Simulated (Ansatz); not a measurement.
# BNH₄ (triplet): the correlation ladder at distance B1–H4 along a hydrogen transfer = 1.468 Å, cc-pVDZ

The task here is to estimate one member of a computed series from the others.

Computed with Ansatz 0.2.0, Gaussian basis. Level: cc-pVDZ, core rule «outside noble gas», up to 2 orbitals frozen.

To be run: UHF; CCSD(T) on ROHF; CCSD(T) on UHF; BCCD(T) on ROHF; CISD; CCSDT(Q) on ROHF; CCSDT(Q) on UHF; CASSCF and MRCISD+Q, 4 electrons in 4 orbitals; CASSCF and NEVPT2, 4 electrons in 4 orbitals.

8 further runs of the same task are left out: 1 for a mislabelled method, 7 that didn't finish.

## The system

The geometry derives from fragments relaxed apart (PBE0/def2-TZVP) and kept rigid, so it is no stationary point. A hydrogen atom is moved between rigid fragments.

6 atoms, charge 0, spin multiplicity 3.

Atoms are counted from 1 here; the program's logs count them from 0.

Bond lengths: B1–H2 1.193 Å, B1–H3 1.193 Å, H4–N5 1.040 Å, N5–H6 1.040 Å. Angles: H2–B1–H3 120.0°, H4–N5–H6 105.0°.

The first run:

in.yaml

```yaml
crystal:
  periodic: [false, false, false]
  atoms:
    - {symbol: B, position_ang: [-1.324276, 0.035086, 0.000000]}
    - {symbol: H, position_ang: [-1.921009, 1.068657, 0.000000]}
    - {symbol: H, position_ang: [-1.921010, -0.998486, 0.000000]}
    - {symbol: H, position_ang: [0.143724, 0.035086, 0.000000]}
    - {symbol: N, position_ang: [1.183724, 0.035086, 0.000000]}
    - {symbol: H, position_ang: [1.452806, -0.969141, 0.000000]}
basis:
  gaussian: {orbitals: cc-pVDZ}
magnetization: {spin_polarized: true, initial_magnetization: 2}
hamiltonian: {xc: hf}
output: {orbitals: {seedname: orbitals}}
```

Command:

```
$ ansatz run in.yaml --threads 1 --pin off --events-out ev --progress --plain --max-ram 2393MiB
```

Steps of the session up to this table: UHF; CCSD(T) on ROHF; CCSD(T) on UHF; BCCD(T) on ROHF; CISD; CCSDT(Q) on ROHF; CCSDT(Q) on UHF; CASSCF and MRCISD+Q, 4 electrons in 4 orbitals; CASSCF and NEVPT2, 4 electrons in 4 orbitals.

One of the session's tables, all rows but one given; the rest of the session is left out.

```
   method  from UCCSDT(Q) (kJ/mol)
     ROHF                   +729.9
      UHF                   +702.6
     RMP2                        ?
     UMP2                   +121.6
     CISD                    +68.9
    RCCSD                    +17.5
    UCCSD                    +17.0
 RCCSD(T)                     +3.2
 UCCSD(T)                     +3.3
  BCCD(T)                     +3.3
   RCCSDT                     +1.0
   UCCSDT                     +0.9
RCCSDT(Q)                     +0.1
UCCSDT(Q)                        0
```

Estimate the missing values for RMP2.

**Answer.** from UCCSDT(Q) (kJ/mol): +118.4. In the column «from UCCSDT(Q) (kJ/mol)» it lies between CISD (+68.9) and UMP2 (+121.6).

Left out of the table: CASSCF pair, NEVPT2 pair, MRCISD pair, MRCISD+Q pair (the active space lost an orbital or holds another state than full CI finds).

Limits of these values: Restricted and unrestricted rows rest on different reference determinants; where their highest levels disagree by more than a few hundredths of an eV, they describe different states and don't form one ladder. Warnings in the runs' records: passed over end.
